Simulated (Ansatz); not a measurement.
**CH4AlB (SMILES C=[B][AlH2]): functionals against CCSD(T) at one geometry**

The task here is to estimate one member of a computed series from the others.

Method: single points in def2-TZVPP; program: Ansatz 0.2.0, Gaussian basis.

Cores are frozen in the correlated methods.

**Starting geometry**

SMILES `C=[B][AlH2]`, 7 atoms, charge 0, spin multiplicity 1.

Atoms are counted from 1 here; the program's logs count them from 0.

Bond lengths: C1–B2 1.410 Å, C1–H4 1.218 Å, C1–H5 1.175 Å, B2–Al3 2.039 Å, Al3–H6 1.602 Å, Al3–H7 1.425 Å. Angles: B2–C1–H4 127.5°, B2–C1–H5 123.4°, H4–C1–H5 109.0°, C1–B2–Al3 174.4°, B2–Al3–H6 127.5°, B2–Al3–H7 126.1°, H6–Al3–H7 106.4°.

Geometry (Å):

```csv
atom,x (Å),y (Å),z (Å)
C1,-0.26790,0.98360,-1.41020
B2,-0.10130,0.14800,-0.28710
Al3,0.24300,-0.91370,1.41950
H4,-0.98190,1.96610,-1.50480
H5,0.31360,0.83410,-2.42040
H6,-0.44700,-0.71090,2.85140
H7,1.11460,-2.03370,1.54900
```

The first run:

run/in.yaml

```yaml
crystal:
  periodic: [false, false, false]
  atoms:
    - {symbol: C, position_ang: [-0.267900, 0.983600, -1.410200]}
    - {symbol: B, position_ang: [-0.101300, 0.148000, -0.287100]}
    - {symbol: Al, position_ang: [0.243000, -0.913700, 1.419500]}
    - {symbol: H, position_ang: [-0.981900, 1.966100, -1.504800]}
    - {symbol: H, position_ang: [0.313600, 0.834100, -2.420400]}
    - {symbol: H, position_ang: [-0.447000, -0.710900, 2.851400]}
    - {symbol: H, position_ang: [1.114600, -2.033700, 1.549000]}
basis:
  gaussian: {orbitals: def2-TZVPP}
correlation: {method: ccsd_t}
output: {forces: true}
```

The command line of these runs was not kept.

Steps of the session up to this table: CCSD(T)/def2-TZVPP; PBE0-D4/def2-TZVPP; wB97M-V/def2-TZVPP; r2SCAN-D4/def2-TZVPP; PBE-D4/def2-TZVPP; CAM-B3LYP-D4/def2-TZVPP; wB97X-V/def2-TZVPP.

One table of the session follows, with a row left open; its other results are not shown here.

```
      method  RMS force component (eV/Å)  angle to CCSD(T) forces (°)  dipole (D)
     CCSD(T)                       1.403                    reference        0.74
     PBE0-D4                       1.381                          7.9        0.75
     wB97M-V                       1.366                         10.4        0.61
   r2SCAN-D4                           ?                            ?           ?
      PBE-D4                       1.318                          6.9        0.85
CAM-B3LYP-D4                       1.372                         11.7        0.65
     wB97X-V                       1.393                          9.1        0.62
```

**Question.** Estimate the row for r2SCAN-D4.

As computed: RMS force component (eV/Å): 1.363; angle to CCSD(T) forces (°): 6.7; dipole (D): 0.85. In the column «RMS force component (eV/Å)» it lies between PBE-D4 (1.318) and wB97M-V (1.366).
